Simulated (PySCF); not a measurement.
# Property card for `[C-]#CC`

Compound: C3H3 (charge -1).
Bonds: C1–C2 (triple), C2–C3. Hydrogens: H4, H5, H6 on C3.

GFN2-xTB geometry:

```yaml
Point_group_of_the_GFN2-xTB_geometry: C3v
Rotational_constants_A_B_C_of_the_GFN2-xTB_geometry: 158.750, 9.124, 9.124 GHz
```

From PBE0/pcSseg-1 ground state and GIAO shieldings, non-relativistic (PySCF):

```yaml
HOMO_energy: -0.11 eV
LUMO_energy: 5.94 eV
HOMO–LUMO_gap: 6.05 eV
Lowest_Hirshfeld_atomic_charge: -0.60 e on C1
Highest_Hirshfeld_atomic_charge: +0.01 e on H4/H5/H6
13C_chemical_shifts_computed_TMS_as_zero_by_class: 173.4 (C1), 85.8 (C2), 11.4 (C3) ppm
1H_chemical_shifts_computed_TMS_as_zero_by_class: 2.18 (H4/H5/H6) ppm
Mayer_bond_orders_between_heavy_atoms: C1–C2 3.50, C2–C3 1.02
```

From B3LYP/pcJ-1 indirect spin-spin coupling, non-relativistic, gas phase (PySCF):

```yaml
Largest_of_the_computed_one-bond_spin–spin_couplings_means_over_like_bonds: 13C–1H +129.3 (C3–H4 and 2 like it), 13C–13C +61.0 (C1–C2), 13C–13C +57.2 (C2–C3) Hz
```

Monoisotopic mass of the ion (most abundant isotopes, electron mass counted): 39.0240 u.

With B = h/(8π²I), that is 505.379 GHz u Å² over I, the principal moments of inertia are 3.18, 55.4 and 55.4 u Å² (most abundant isotopes); the inertial defect Ic − Ia − Ib is -3.2 u Å² (zero for a rigid planar frame, negative otherwise). The rotational constants are those of a prolate symmetric top.

 The HOMO energy is positive, so at this level the finite basis confines the outermost electrons. No diffuse functions stand in pcJ-1 and pcSseg-1, which bears on an anion's orbital energies.
